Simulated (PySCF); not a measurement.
Vertical excitation energies

C5H11P.
SMILES: `C[C@@H]1CCP1C`

Method: TDDFT PBE0/def2-SVPD, vertical, gas phase, core orbitals frozen in the response (PySCF 2.14.0, density-fitted response routines). The structure is a single GFN2-xTB conformer in the gas phase; no vibrational or solvent corrections.

```tsv
state	E (eV)	E (kJ/mol)	λ (nm)	f	main configurations (H = HOMO, L = LUMO)
S1	5.61	541	221.0	0.046	H→L (96%)
S2	5.95	574	208.4	0.054	H→L+1 (95%)
S3	6.26	604	198.1	0.021	H→L+2 (96%)
S4	6.63	640	187.0	0.032	H→L+3 (90%)
S5	6.90	666	179.7	0.0049	H→L+4 (86%)
S6	7.18	693	172.7	0.018	H→L+5 (74%), H-1→L (13%)
S7	7.42	716	167.2	0.025	H-1→L (48%), H→L+6 (34%), H-2→L (9%)
S8	7.56	730	164.0	0.071	H→L+6 (55%), H-1→L (14%), H-2→L (10%)
```

Triplets (Tamm–Dancoff): T1 4.50 eV, H→L (79%), H→L+1 (9%); T2 5.26 eV, H→L+1 (36%), H→L+2 (33%), H→L+5 (10%); T3 6.00 eV, H→L+1 (45%), H→L+2 (45%).

The lowest singlet comes at 221 nm (541 kJ/mol) in the ultraviolet; it is of moderate strength; its leading configuration is HOMO→LUMO (96%). The strongest level in the table is S8 at 7.56 eV (164 nm, f = 0.071). It is the last of those listed, so stronger ones may follow. Löwdin shares by element: HOMO phosphorus 57%, carbon 27% or more (atoms not listed hold the other 16%); LUMO phosphorus 32%, carbon 30% or more (atoms not listed hold the other 38%). The oscillator strengths of these states sum to 0.271; summed over the whole spectrum of an exact calculation they would give the number of electrons, 56 (Thomas–Reiche–Kuhn). Orbital energies (eV): HOMO-3 -9.44, HOMO-2 -8.52, HOMO-1 -8.06, HOMO -6.25, LUMO 0.53, LUMO+1 0.72, LUMO+2 1.10. Weighted by f, the mean energy of these states is 6.65 eV. The window holds the lowest 8 singlets.

Time: 36 s of wall time. Hardware: Arm Neoverse V1, one thread, shared host.
